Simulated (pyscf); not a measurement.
## Four-centre exchange: Cl–B(Cl)–Cl + HF -> HCl + F–B(Cl)–Cl

Gas phase, singlet surface, charge 0. Bonds broken: Cl1–B2, F5–H6. Bonds formed: Cl1–H6, B2–F5. Single points on ωB97X-D3(BJ)/def2-SVP structures (PySCF, gas phase). MP2 and CC: frozen core, UHF for open shells. ΔMP2 is the change of the MP2 total energy from the triple- to the quadruple-zeta basis.

Transition state (Å):

```xyz
6

Cl    -0.2949     0.5392     1.5307
B      0.2283     0.4468    -0.4120
Cl     1.5346     1.5703    -0.7839
Cl    -1.1873     0.3494    -1.4578
F      0.7883    -0.9650    -0.1134
H      0.4121    -0.7225     0.9648
```

One imaginary mode, 973i cm⁻¹; descent along it reached the two sides named.

```json
[
 {"bond": "Cl1–B2", "change": "breaks", "reactant side (Å)": "1.763", "saddle": "2.014", "product side": "3.1"},
 {"bond": "F5–H6", "change": "breaks", "reactant side (Å)": "0.927", "saddle": "1.167", "product side": "2.552"},
 {"bond": "Cl1–H6", "change": "forms", "reactant side (Å)": "2.516", "saddle": "1.553", "product side": "1.285"},
 {"bond": "B2–F5", "change": "forms", "reactant side (Å)": "2.6", "saddle": "1.548", "product side": "1.322"}
]
```

Electronic energies relative to the separated reactants (kcal/mol):

```json
[
 {"level": "ωB97X-D3(BJ)/def2-TZVP", "barrier": "15.8", "reaction energy": "-13.8", "reverse barrier": "29.6"},
 {"level": "PBE/def2-TZVP", "barrier": "11.5", "reaction energy": "-14.1", "reverse barrier": "25.6"},
 {"level": "r²SCAN/def2-TZVP", "barrier": "11.9", "reaction energy": "-15.4", "reverse barrier": "27.3"},
 {"level": "B3LYP-D3(BJ)/def2-TZVP", "barrier": "16.2", "reaction energy": "-15.2", "reverse barrier": "31.3"},
 {"level": "PBE0-D3(BJ)/def2-TZVP", "barrier": "13.5", "reaction energy": "-13.5", "reverse barrier": "27.1"},
 {"level": "M06-2X/def2-TZVP", "barrier": "14.7", "reaction energy": "-15.3", "reverse barrier": "30.0"},
 {"level": "ωB97M-D3(BJ)/def2-TZVP", "barrier": "15.1", "reaction energy": "-15.4", "reverse barrier": "30.5"},
 {"level": "HF/def2-TZVP", "barrier": "32.7", "reaction energy": "-19.4", "reverse barrier": "52.2"},
 {"level": "MP2/def2-QZVPP", "barrier": "17.3", "reaction energy": "-11.3", "reverse barrier": "28.6"},
 {"level": "CCSD/def2-TZVPP", "barrier": "21.1", "reaction energy": "-15.1", "reverse barrier": "36.2"},
 {"level": "CCSD(T)/def2-TZVPP", "barrier": "18.5", "reaction energy": "-14.2", "reverse barrier": "32.7"},
 {"level": "CCSD(T)/def2-TZVPP + ΔMP2(QZVPP)", "barrier": "18.7", "reaction energy": "-13.5", "reverse barrier": "32.1"}
]
```

With CCSD(T)/def2-TZVPP + ΔMP2(QZVPP) energies and thermal terms (ideal gas, 1 atm, RRHO with modes under 100 cm⁻¹ raised to 100, one conformer, R ln 2 for rigid chiral ones), in kcal/mol:

```
T (K)   ΔH‡   ΔG‡     ΔH     ΔG
-----  ----  ----  -----  -----
298    16.7  26.3  -14.2  -15.0
600    16.5  36.2  -14.5  -15.7
900    16.9  46.0  -14.6  -16.3
1200   17.4  55.7  -14.6  -16.9
```

This is the saddle that the search found; another between the same sides may lie lower. The CCSD(T) − MP2 part came from Ansatz, without density fitting, on the same reference.
